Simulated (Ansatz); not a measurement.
Take Cu in the fcc (Cu type) structure (space group Fm-3m, No. 225; a = 3.563 Å) as the base.

Method: PBEsol, PAW, 420 eV (Ansatz, a program for electronic structure; no SOC), earlier PAW set.

It is then changed as follows: Ag takes the place of Cu on all its sites, then cell and atoms are relaxed.

Measured lattice parameter a: Cu 3.595 Å (static lattice; corrected from measurement; as listed in Gábor I. Csonka et al., Physical Review B (2009)); Ag 4.062 Å (static lattice; corrected from measurement; as listed in Daniel Mejia-Rodriguez, S. B. Trickey, Phys. Rev. B (2018)).

Q: How well does PBEsol reproduce the measured shift?

A: With PBEsol the lattice parameter a moves by +0.491 Å (3.563 → 4.055) against +0.467 Å measured.

Stability against distortions was not tested. All final runs are without spin polarisation.
